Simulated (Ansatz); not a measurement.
## Scan of GaH$_{2}$⁺, triplet

Starting geometry (PBE0/def2-TZVP stationary point for this spin, not checked as a minimum):

```yaml
atoms:
  - { symbol: Ga, position_ang: [0.0000, 0.0000, -0.0402] }
  - { symbol: H, position_ang: [0.0000, 1.0383, 1.3910] }
  - { symbol: H, position_ang: [0.0000, -1.0383, 1.3910] }
```

From there the angle named below is changed in its plane at fixed bond lengths, both arms turning rigidly about the middle atom; atoms are numbered as listed. Energies are in eV, counted from the starting geometry at the same level. Kohn–Sham curves are unrestricted where that lies lower.

Basis cc-pVTZ; Ansatz 0.2.0. Correlated methods freeze the noble-gas cores and the filled d shells of p-block atoms. No spin–orbit coupling is included, and no scalar relativity.

Functionals correlate the shells that the reference freezes, so part of their error here is the reference's.

Full CI is exact within this basis and frozen core; it isn't the basis-set limit.

```json
{"angle H2-Ga1-H3 (°)": "71.9", "full CI": "0.000", "PBE": "0.000", "r2SCAN": "0.000", "B97M-V": "0.000", "PBE0": "0.000", "B3LYP": "0.000", "CAM-B3LYP": "0.000", "wB97M-V": "0.000", "B2PLYP": "0.000", "RPA-PBE": "0.000"}
{"angle H2-Ga1-H3 (°)": "73.6", "full CI": "0.004", "PBE": "0.000", "r2SCAN": "0.001", "B97M-V": "0.003", "PBE0": "0.002", "B3LYP": "0.000", "CAM-B3LYP": "0.000", "wB97M-V": "0.001", "B2PLYP": "0.001", "RPA-PBE": "0.003"}
{"angle H2-Ga1-H3 (°)": "89.2", "full CI": "0.118", "PBE": "0.080", "r2SCAN": "0.089", "B97M-V": "0.104", "PBE0": "0.095", "B3LYP": "0.078", "CAM-B3LYP": "0.086", "wB97M-V": "0.095", "B2PLYP": "0.096", "RPA-PBE": "0.104"}
{"angle H2-Ga1-H3 (°)": "106.3", "full CI": "0.351", "PBE": "0.276", "r2SCAN": "0.304", "B97M-V": "0.313", "PBE0": "0.309", "B3LYP": "0.281", "CAM-B3LYP": "0.301", "wB97M-V": "0.315", "B2PLYP": "0.318", "RPA-PBE": "0.323"}
{"angle H2-Ga1-H3 (°)": "125.9", "full CI": "0.716", "PBE": "0.602", "r2SCAN": "0.658", "B97M-V": "0.652", "PBE0": "0.656", "B3LYP": "0.620", "CAM-B3LYP": "0.656", "wB97M-V": "0.671", "B2PLYP": "0.676", "RPA-PBE": "0.675"}
{"angle H2-Ga1-H3 (°)": "143.1", "full CI": "1.106", "PBE": "0.963", "r2SCAN": "1.048", "B97M-V": "1.023", "PBE0": "1.032", "B3LYP": "0.990", "CAM-B3LYP": "1.041", "wB97M-V": "1.056", "B2PLYP": "1.059", "RPA-PBE": "1.049"}
{"angle H2-Ga1-H3 (°)": "155.6", "full CI": "1.415", "PBE": "1.251", "r2SCAN": "1.363", "B97M-V": "1.317", "PBE0": "1.330", "B3LYP": "1.281", "CAM-B3LYP": "1.343", "wB97M-V": "1.358", "B2PLYP": "1.357", "RPA-PBE": "1.337"}
{"angle H2-Ga1-H3 (°)": "180.0", "full CI": "1.832", "PBE": "1.657", "r2SCAN": "1.860", "B97M-V": "1.708", "PBE0": "1.749", "B3LYP": "1.669", "CAM-B3LYP": "1.749", "wB97M-V": "1.778", "B2PLYP": "1.741", "RPA-PBE": "1.694"}
```
